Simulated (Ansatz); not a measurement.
# CHAl (singlet): the correlation ladder at angle C2–Al1–H3 = 156.8°, 6-31G

Aim: climb from Hartree-Fock through coupled cluster and multireference methods for CHAl (singlet) at one geometry and basis, and see what each rung misses.

Program: Ansatz 0.2.0, Gaussian basis. Level of theory: 6-31G, core rule «outside noble gas», up to 6 orbitals frozen. These are calculated values, not measurements.

The runs, in order: UHF; CCSD(T) on RHF; CCSD(T) on UHF; BCCD(T) on RHF; CISD; CCSDT(Q) on RHF; CCSDT(Q) on UHF; CCSDTQ on RHF; CCSDTQ on UHF; CASSCF and MRCISD+Q, 2 electrons in 2 orbitals; CASSCF and NEVPT2, 2 electrons in 2 orbitals; Full CI.

16 further runs of the same task are left out: 1 for a mislabelled method, 2 for a known fault of the program, 11 that didn't finish, 2 set aside as unsound or not needed.

## (1) The geometry

The geometry derives from a PBE0/def2-TZVP stationary point (not a proven minimum). One angle is set to the value named; bond lengths are kept.

3 atoms, charge 0, spin multiplicity 1.

Atoms are counted from 1 here; the program's logs count them from 0.

Bond lengths: Al1–C2 1.924 Å, Al1–H3 1.591 Å. Angles: C2–Al1–H3 156.8°.

## (2) UHF

The input, in.yaml:

```yaml
crystal:
  periodic: [false, false, false]
  atoms:
    - {symbol: Al, position_ang: [-0.235572, 0.000000, 0.108543]}
    - {symbol: C, position_ang: [0.151207, 0.000000, -1.775699]}
    - {symbol: H, position_ang: [0.084365, 0.000000, 1.667156]}
basis:
  gaussian: {orbitals: 6-31G}
magnetization: {spin_polarized: true, initial_magnetization: 0}
hamiltonian: {xc: hf}
output: {orbitals: {seedname: orbitals}}
```

Command:

```
ansatz run in.yaml --threads 1 --pin off --events-out ev --progress --plain --max-ram 2393MiB
```

The runs that follow: CCSD(T) on RHF; CCSD(T) on UHF; BCCD(T) on RHF; CISD; CCSDT(Q) on RHF; CCSDT(Q) on UHF; CCSDTQ on RHF; CCSDTQ on UHF; CASSCF and MRCISD+Q, 2 electrons in 2 orbitals; CASSCF and NEVPT2, 2 electrons in 2 orbitals; Full CI.

**Question.** What will the summary of the whole plan be? Wanted: FCI below the RHF energy; RMP2 from FCI; RCCSD from FCI; RCCSD(T) from FCI; RCCSDT(Q) from FCI; T1 diagnostic; effectively unpaired electrons.

The runs gave:

```
                         quantity               value
         FCI below the RHF energy          -4.1436 eV
                    RMP2 from FCI         +1094.1 meV
                   RCCSD from FCI          +322.5 meV
                RCCSD(T) from FCI          +121.7 meV
               RCCSDT(Q) from FCI           +25.4 meV
levels within 1 kcal/mol (43 meV)  RCCSDT(Q), RCCSDTQ
                    T1 diagnostic               0.048
   effectively unpaired electrons                2.08
```

In words: RCCSD(T) misses by +121.7 meV, 2.9 % of the correlation energy. With 2.1 effectively unpaired electrons against 0 the state is strongly multireference. Coupled cluster on one determinant still stays close here. Coupled cluster took another determinant than the lowest Hartree-Fock one. These misses are within one basis, not against nature.
